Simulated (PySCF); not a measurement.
HO, charge -1, multiplicity 1. Atoms are numbered in the order given.

```xyz
2

O      0.0000     0.0000    -0.1075
H      0.0000     0.0000     0.8598
```
Charge -1, spin multiplicity 1.

The structure is a stationary point at r2SCAN-D4/def2-TZVPD. The spin state was assumed, not searched.

Computed with PBE0/pcSseg-2 (PySCF).

GIAO shieldings, no solvent; atoms alike by connectivity are averaged. δ = σ(ref) − σ: ¹⁷O against H2O (σ = 327.8 ppm); ¹H against TMS (σ = 31.54 ppm), references at their B3LYP-D3(BJ)/def2-TZVP geometries, non-relativistic.

```json
[
 {"nucleus": "¹⁷O", "atoms": "O1", "count": "1", "δ (ppm)": "-33.8"},
 {"nucleus": "¹H", "atoms": "H2", "count": "1", "δ (ppm)": "-5.72"}
]
```
